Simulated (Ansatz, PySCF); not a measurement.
For zinc-blende AlN (metastable phase), rVV10 in Ansatz (PAW) gives:

```
Property                   Result
-------------------  ------------
lattice parameter a       4.411 Å
bulk modulus              190 GPa
cohesive energy      5.82 eV/atom
```

Question: What does Hartree–Fock in PySCF (GTH pseudopotentials, Gaussian basis) give for the same quantities?

Answer: 
- lattice constant a: 4.339 Å (drops by 1.6 %)
- bulk modulus: 230 GPa (goes up by 21 %)
- cohesive energy: 3.93 eV/atom (falls by 1.89 eV/atom)

Changes are worked out from the printed values.

Unless a cell is named, each level is at its own relaxed cell (rVV10 10.73, Hartree–Fock 10.21 Å³/atom).

Ansatz's density-functional and Hartree–Fock values are scalar-relativistic unless marked +SOC, with PAW data made under PBE.

Ansatz is a quantum-chemistry and plane-wave program.
